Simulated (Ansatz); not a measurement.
A nudged elastic band was laid between two geometries of BFH2O (5 atoms, charge 0, multiplicity 1).

Computed with RKS B3LYP-D4/def2-SVP (Ansatz 0.2.0).

```yaml
movable_images: 9
climbing_image: yes
spring: 5.0 eV/Å²
optimiser: quadratic models (default)
start_path: through a guess of the saddle point
force_threshold: 0.05 eV/Å
iteration_limit: 60
end_points: relaxed
```

Image 0:

```xyz
5
Properties=species:S:1:pos:R:3
B 0.245 -0.090 0.185
H 0.150 -0.116 1.390
O 1.381 -0.377 -0.478
H 2.116 -0.607 0.102
F -0.817 0.238 -0.537
```

Image 10:

```xyz
5
Properties=species:S:1:pos:R:3
B -0.930 -0.357 0.012
H 1.366 -0.146 1.264
O 1.684 0.037 0.368
H 1.945 -0.840 0.050
F -0.991 0.355 -1.033
```

**Question.** What changes between the two ends?

**Answer.** Bonds broken: B1–H2, B1–O3. Bonds formed: H2–O3. BFH2O becomes BF + H2O.

**Question.** What energy profile does the band end with?

**Answer.** The run converged. The highest image is number 6 of 0 to 10, 108.3 kcal/mol above the first end and 17.7 kcal/mol above the last; the last end lies 90.6 kcal/mol above the first. The profile has 2 maxima (images 2, 6) with wells between them (image 3): this band takes more than one step, which may be the mechanism or a detour left from its start path. Neighbouring images differ by up to 2.1 eV, so the band resolves the path poorly. A vibrational analysis at the climbing image gives one clearly imaginary mode, 1419i cm⁻¹: a first-order saddle point. The orbitals stay closed-shell, which can raise the energy where a bond breaks towards radicals; this wasn't checked here.

```json
{"image": "0", "path coordinate (Å)": "0.00", "energy (kcal/mol)": "0.0", "B1–H2 (Å)": "1.21", "B1–O3 (Å)": "1.35", "H2–O3 (Å)": "2.25"}
{"image": "1", "path coordinate (Å)": "0.47", "energy (kcal/mol)": "6.3", "B1–H2 (Å)": "1.21", "B1–O3 (Å)": "1.35", "H2–O3 (Å)": "2.29"}
{"image": "2", "path coordinate (Å)": "0.94", "energy (kcal/mol)": "9.6", "B1–H2 (Å)": "1.21", "B1–O3 (Å)": "1.35", "H2–O3 (Å)": "2.22"}
{"image": "3", "path coordinate (Å)": "1.41", "energy (kcal/mol)": "2.5", "B1–H2 (Å)": "1.19", "B1–O3 (Å)": "1.34", "H2–O3 (Å)": "2.13"}
{"image": "4", "path coordinate (Å)": "1.87", "energy (kcal/mol)": "19.6", "B1–H2 (Å)": "1.20", "B1–O3 (Å)": "1.35", "H2–O3 (Å)": "1.97"}
{"image": "5", "path coordinate (Å)": "2.34", "energy (kcal/mol)": "68.9", "B1–H2 (Å)": "1.26", "B1–O3 (Å)": "1.41", "H2–O3 (Å)": "1.56"}
{"image": "6", "path coordinate (Å)": "2.81", "energy (kcal/mol)": "108.3", "B1–H2 (Å)": "1.49", "B1–O3 (Å)": "1.58", "H2–O3 (Å)": "1.13"}
{"image": "7", "path coordinate (Å)": "3.20", "energy (kcal/mol)": "98.1", "B1–H2 (Å)": "1.88", "B1–O3 (Å)": "1.91", "H2–O3 (Å)": "0.99"}
{"image": "8", "path coordinate (Å)": "3.58", "energy (kcal/mol)": "92.2", "B1–H2 (Å)": "2.29", "B1–O3 (Å)": "2.32", "H2–O3 (Å)": "0.97"}
{"image": "9", "path coordinate (Å)": "3.97", "energy (kcal/mol)": "90.8", "B1–H2 (Å)": "2.53", "B1–O3 (Å)": "2.59", "H2–O3 (Å)": "0.97"}
{"image": "10", "path coordinate (Å)": "4.35", "energy (kcal/mol)": "90.6", "B1–H2 (Å)": "2.62", "B1–O3 (Å)": "2.67", "H2–O3 (Å)": "0.97"}
```

**Question.** What is the geometry of the highest image?

**Answer.** 
```xyz
5
Properties=species:S:1:pos:R:3:forces:R:3
B -0.198 0.142 0.299 0.00 0.00 0.00
H 0.875 -0.217 1.263 0.00 0.00 0.00
O 1.370 -0.032 0.261 0.00 0.00 0.00
H 1.709 -0.801 -0.259 0.00 0.00 0.00
F -0.682 -0.043 -0.902 0.00 0.00 0.00
```

The run took 3.3 min on 1 thread of Arm Neoverse V2, on a shared host, peak memory 0.095 GiB.
